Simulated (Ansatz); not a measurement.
**CH₆FSi radical: Born-Oppenheimer dynamics**

The task is to watch the atoms for 40 steps of 1.0 fs, started with velocities for 700 K and run at constant energy, and see to which side of the barrier the system falls.

Computed with Ansatz 0.2.0, Gaussian basis. Level: PBE-D4/def2-SVP, unrestricted.

1 further run of the same task is left out (it didn't finish).

**1. Starting geometry**

The start, a first-order saddle point found at PBE0-D4 in triple zeta: 9 atoms, charge 0, spin multiplicity 2.

Atoms are counted from 1 here; the program's logs count them from 0.

Bond lengths: H1–Si4 1.628 Å, C2–F3 1.345 Å, C2–H5 1.088 Å, C2–H6 1.088 Å, Si4–H7 1.488 Å, Si4–H8 1.487 Å, Si4–H9 1.487 Å. Angles: F3–C2–H5 112.6°, F3–C2–H6 112.6°, H5–C2–H6 118.1°, H1–Si4–H7 109.6°, H1–Si4–H8 109.4°, H1–Si4–H9 109.4°, H7–Si4–H8 109.4°, H7–Si4–H9 109.3°, H8–Si4–H9 109.6°.

Geometry (Å):

```xyz
9
charge 0, multiplicity 2
H    -0.0483   -0.1113    0.1289
C    -1.3350    0.1805    0.9824
F    -1.8091    1.3277    0.4651
Si    1.2380   -0.2301   -0.8612
H    -0.9538    0.3037    1.9935
H    -1.9821   -0.6695    0.7788
H     1.8373   -1.5869   -0.7406
H     0.8027   -0.0050   -2.2649
H     2.2503    0.7912   -0.4819
```

**2. Dynamics**

The input, md/in.yaml:

```yaml
crystal:
  periodic: [false, false, false]
  atoms:
    - {symbol: H, position_ang: [-0.048254, -0.111332, 0.128917]}
    - {symbol: C, position_ang: [-1.334978, 0.180519, 0.982394]}
    - {symbol: F, position_ang: [-1.809113, 1.327660, 0.465074]}
    - {symbol: Si, position_ang: [1.238026, -0.230096, -0.861223]}
    - {symbol: H, position_ang: [-0.953804, 0.303655, 1.993483]}
    - {symbol: H, position_ang: [-1.982094, -0.669502, 0.778785]}
    - {symbol: H, position_ang: [1.837322, -1.586884, -0.740592]}
    - {symbol: H, position_ang: [0.802669, -0.004996, -2.264869]}
    - {symbol: H, position_ang: [2.250327, 0.791177, -0.481869]}
basis:
  gaussian: {orbitals: def2-SVP}
magnetization: {spin_polarized: true, initial_magnetization: 1}
hamiltonian: {xc: pbe, dispersion: d4}
md: {n_steps: 40, timestep: 1.0, temperature: 700, ensemble: nve, seed: 906, initial_velocities: maxwell_boltzmann}
```

On the command line:

```
$ ansatz run in.yaml --threads 4 --pin off --events-out ev --progress --plain --max-ram 9574MiB
```

Q: Predict the outcome of this session. Wanted: temperature at the start; mean temperature, second half; lowest and highest potential energy, from the first frame; largest change of potential + kinetic; bonds lost by distance.

As calculated:

| quantity | value |
| --- | --- |
| length | 40 steps, 40.0 fs |
| temperature at the start | 700 K |
| mean temperature, second half | 611 K |
| lowest and highest potential energy, from the first frame | -385 and 424 meV |
| largest change of potential + kinetic | 31.9 meV |
| bonds lost by distance | H1–Si4 |

In words: By the last frame it has moved back towards the start side of the step. The system runs downhill by 0.38 eV, and that energy turns into motion. With no thermostat the total energy should stay fixed; it holds within 31.9 meV, or 6 % of the mean kinetic energy of 558 meV, more than a sound time step leaves. With 9 atoms the instant temperature spans 264 to 1093 K.
